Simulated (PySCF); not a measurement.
**F2: one state, many levels of theory**

State: ¹Σg⁺ (singlet), closed shell. Set-up: PySCF, no relativity, basis sets F 3-21G. De refers to F + F in their high-spin ground configurations, without counterpoise correction.

```csv
Level,Re (Å),ωe (cm⁻¹),De (eV)
RHF,1.402,1296,-1.25
RHF-MP2,1.463,1067,1.40
RHF-SCS-MP2,1.472,1027,1.44
RHF-CCSD,1.483,974,1.36
RHF-CCSD(T),1.497,910,1.53
PBE,1.466,1067,2.79
BLYP,1.476,1043,2.69
r²SCAN,1.456,1103,2.13
PBE0,1.439,1149,1.89
MN15,1.435,1146,2.09
B2PLYP,1.456,1091,1.70
```

The bond length runs from 1.402 Å (RHF) to 1.497 Å (RHF-CCSD(T)). De spans -1.25 eV (RHF, mean field) to 2.79 eV (PBE, GGA). Correlation at CCSD(T) changes the Hartree–Fock bond energy by +2.78 eV; the triples alone change it by +0.17 eV.

Correlated steps freeze 2 core orbitals. Where the molecule has an RHF reference, its open-shell atoms are computed with UHF. B2PLYP dipoles, levels and charges come from its SCF part alone. 3-21G is very small, so such numbers show the basis as much as the molecule. A negative De means that the minimum lies above the separated atoms at that level.
